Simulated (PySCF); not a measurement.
**Simulated characterisation data**

Fast rotation and ring inversion assumed for equivalent nuclei, no relativistic terms, single conformer, gas phase. GFN2-xTB structure; PBE0/pcSseg-1 with gauge-including orbitals; PySCF 2.14.

δ = σ(ref) − σ, references computed at the same level: 1H and 13C against TMS. Where no couplings were computed, multiplicities follow the n + 1 count of equivalent neighbours, and m marks all less simple cases (inequivalent or close neighbours, rings, F or P nearby). Shifts are as computed. Against solution values, carbons near 30 ppm lie about +3 ppm off and those near 130 ppm about +5 ppm (rms about the fit 2.1 ppm; single classes can miss by 10 ppm). Of 1328 compounds with measured shifts, 309 miss one by over three times the rms of a fit or turn the order of signals round; such compounds aren't used in these exercises. Signals without a measured value on file couldn't be tested in this way; 1H shifts scatter by 0.2 ppm about their fit, and single ones miss by 0.5 ppm.

**1.** SMILES O=CC1=CCC1, C5H6O. 1H NMR (500 MHz, computed): δ 9.91 (s, 1H), 7.02 (t, 1H), 2.76 (m, 2H), 2.60 (m, 2H). 13C{1H} NMR (computed): δ 189.5, 160.3, 155.6, 29.9, 29.2.

**2.** `CCC#CC=O`, C5H6O. 1H NMR (500 MHz, computed): δ 9.50 (s, 1H), 2.55 (q, 2H), 1.31 (t, 3H). 13C{1H} NMR (computed): δ 180.9, 108.4, 86.4, 16.1, 16.0.
